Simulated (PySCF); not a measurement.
EPR parameters of C4H9O2

Compound: C4H9O2 (doublet state).
Structure used (GFN2-xTB), in Å, numbered top down from 1:
```
atom  x, y, z in Å
C1     1.637    0.863    1.396
O2     0.369    0.499    0.916
C3     0.372   -0.704    0.169
C4    -1.061   -0.994   -0.297
C5    -1.538    0.015   -1.279
O6    -1.496    1.344   -0.969
H7     2.344    1.017    0.572
H8     1.508    1.793    1.946
H9     2.039    0.094    2.067
H10    1.042   -0.604   -0.698
H11    0.742   -1.529    0.797
H12   -1.693   -1.011    0.605
H13   -1.094   -1.985   -0.750
H14   -2.269   -0.230   -2.027
H15   -0.905    1.441   -0.204
```

The hyperfine couplings belong to this conformer and change with its torsions.

The species is `COCC[CH]O` [radical].

Computed, not measured: UKS B3LYP, pcH-1 on C H O, non-relativistic, mean-field spin-orbit, GIAO in PySCF 2.14.0. One conformer (not necessarily the lowest) at the GFN2-xTB geometry, without solvent, vibrations or thermal averaging. Couplings are sensitive to structure, and on GFN2-xTB geometries they can be far from those on DFT ones. Stability of the SCF solution: not tested.

```json
{
  "g1, g2, g3": "2.00209, 2.00324, 2.00433",
  "g_iso": "2.00322",
  "Form of g": "rhombic: the two nearest values differ by 49 % of g3 − g1",
  "⟨S²⟩": "0.7535 (exact 0.7500)",
  "HOMO–LUMO gap, α and β orbitals": "5.25, 7.14 eV",
  "Total energy": "-308.24518 Eh"
}
```

Isotropic coupling and dipolar principal values T1 to T3, in mT (MHz turned into mT with g_iso):

```csv
atom,isotope,a_iso,T1,T2,T3,Mulliken spin population
C1,13C,0.03,-0.01,-0.01,0.02,0.00
O2,17O,0.04,-0.03,0.00,0.02,0.00
C3,13C,1.58,-0.10,-0.09,0.19,0.01
C4,13C,-0.70,-0.08,-0.05,0.13,-0.05
C5,13C,4.80,-2.67,-2.64,5.31,0.87
O6,17O,-0.85,-2.54,1.22,1.31,0.14
H7,1H,0.01,-0.03,-0.03,0.06,0.00
H8,1H,0.01,-0.03,-0.02,0.05,0.00
H9,1H,0.00,-0.02,-0.02,0.05,0.00
H10,1H,-0.09,-0.17,-0.08,0.26,0.00
H11,1H,0.05,-0.08,-0.07,0.15,0.00
H12,1H,3.91,-0.16,-0.12,0.28,0.06
H13,1H,0.22,-0.21,-0.14,0.35,0.00
H14,1H,-1.58,-1.24,-0.05,1.29,-0.04
H15,1H,-0.46,-0.50,-0.34,0.84,0.00
```

The largest Mulliken spin populations are on C5 (+0.87), O6 (+0.14) and H12 (+0.06). The angles at C5 add up to 355.2°, so it is nearly planar; its axial dipolar tensor and the negative coupling of its proton fit spin in a p orbital normal to that plane.

Axes: g2 points within 15° of the C5–O6 bond and g3 points within 4° of the O6–H15 bond.

Under fast tumbling the dipolar parts average out, and these isotropic splittings remain: 2 × 1H (H12/H13, I = 1/2, 3 lines) with 2.07 mT, 1 × 1H (H14, I = 1/2, 2 lines) with 1.58 mT and 1 × 1H (H15, I = 1/2, 2 lines) with 0.46 mT.

Means are taken over nuclei equivalent by connectivity, which assumes that they swap fast. The 1H value of +57.9 MHz is a mean of couplings from 6.1 to 109.8 MHz in this one geometry, not an average over conformers.

The 13C coupling of C5 (134.7 MHz) shows only in satellite lines or after enrichment, since that isotope makes up about 1.07 % of natural carbon.

The 17O coupling of O6 (-23.7 MHz) shows only in satellite lines or after enrichment, since that isotope makes up about 0.038 % of natural oxygen.

The run took 39 s wall (grids of density and orbitals included) on an Arm Neoverse V2 with one thread, shared host with 96 logical CPUs at a one-minute load of 39, and the process peaked at 0.88 GiB of memory.
